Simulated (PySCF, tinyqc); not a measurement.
Worked calculation: CISD on RHF in the sto-3g basis, frozen core, for HF, spin multiplicity 1. The lowest restricted solution is unstable here: a spin-polarised one lies 0.0176 hartree lower (PySCF). One step of it, computed by the program tinyqc.

Task: CISD: roots. Diagonalise (each vector has its largest component positive (the first on a tie)); all determinants have Ms = 0, so triplets appear too. The lowest singlet root is the correlation energy.

Occupation strings over the orbitals (2 doubly, a alpha, b beta, 0 empty; spin orbitals ordered 1a 1b 2a 2b ...): 222220 2222ab 2a222b 2222ba 2b222a 222202 2a22b2 222022 220222 2b22a2 202222

H - E(HF) between determinants (hartree):
```
           222220     2222ab     2a222b     2222ba     2b222a     222202     2a22b2     222022
222220   0.000000   0.000000   0.000000   0.000000   0.000000   0.245243  -0.030681   0.028462
2222ab   0.000000   0.361658  -0.008899  -0.245243  -0.030681   0.058530   0.072547   0.023550
2a222b   0.000000  -0.008899   1.171707  -0.030681  -0.091276  -0.072547  -0.224922   0.024470
2222ba   0.000000  -0.245243  -0.030681   0.361658  -0.008899  -0.058530  -0.028660  -0.023550
2b222a   0.000000  -0.030681  -0.091276  -0.008899   1.171707   0.072547   0.082332  -0.024470
222202   0.245243   0.058530  -0.072547  -0.058530   0.072547   0.764944   0.057647   0.033113
2a22b2  -0.030681   0.072547  -0.224922  -0.028660   0.082332   0.057647   1.602253   0.023852
222022   0.028462   0.023550   0.024470  -0.023550  -0.024470   0.033113   0.023852   0.790050
220222   0.028462   0.023550   0.024470  -0.023550  -0.024470   0.033113   0.023852   0.053770
2b22a2   0.030681  -0.028660   0.082332   0.072547  -0.224922  -0.057647  -0.127692  -0.023852
202222   0.091276   0.082332   0.024229  -0.082332  -0.024229   0.127692   0.093928   0.190916

           220222     2b22a2     202222
222220   0.028462   0.030681   0.091276
2222ab   0.023550  -0.028660   0.082332
2a222b   0.024470   0.082332   0.024229
2222ba  -0.023550   0.072547  -0.082332
2b222a  -0.024470  -0.224922  -0.024229
222202   0.033113  -0.057647   0.127692
2a22b2   0.023852  -0.127692   0.093928
222022   0.053770  -0.023852   0.190916
220222   0.790050  -0.023852   0.190916
2b22a2  -0.023852   1.602253  -0.093928
202222   0.190916  -0.093928   2.626351
```

Give: lowest roots of this matrix, relative to E(HF); lowest vectors; <S^2> of these roots; weight of the ground state by excitation level 0, 1, 2, ....

Result:

lowest roots of this matrix, relative to E(HF) (hartree): [-0.0769, 0.1137, 0.5677, 0.7363, 0.7620, 0.8598, 1.0349, 1.1295]

lowest vectors, order 222220, 2222ab, 2a222b, 2222ba, 2b222a, 222202, 2a22b2, 222022, 220222, 2b22a2, 202222:
$$\begin{pmatrix}
0.9573 & 0.0000 & -0.1093 & 0.0000 \\
0.0245 & 0.7063 & 0.6713 & 0.0000 \\
-0.0093 & 0.0260 & -0.0732 & 0.0000 \\
-0.0245 & 0.7063 & -0.6713 & 0.0000 \\
0.0093 & 0.0260 & 0.0732 & 0.0000 \\
-0.2828 & 0.0000 & -0.2542 & 0.0000 \\
0.0238 & -0.0201 & -0.0651 & 0.0000 \\
-0.0174 & 0.0000 & -0.0355 & 0.7071 \\
-0.0174 & 0.0000 & -0.0355 & -0.7071 \\
-0.0238 & -0.0201 & 0.0651 & 0.0000 \\
-0.0195 & 0.0000 & -0.0188 & 0.0000
\end{pmatrix}$$

<S^2> of these roots: [0.0000, 2.0000, 0.0000, 0.0000, 0.0000, 0.0000, 2.0000, 0.0000]

weight of the ground state by excitation level 0, 1, 2, ...: [0.9165, 0.0014, 0.0821]

With one virtual orbital singles and doubles already span the full space.
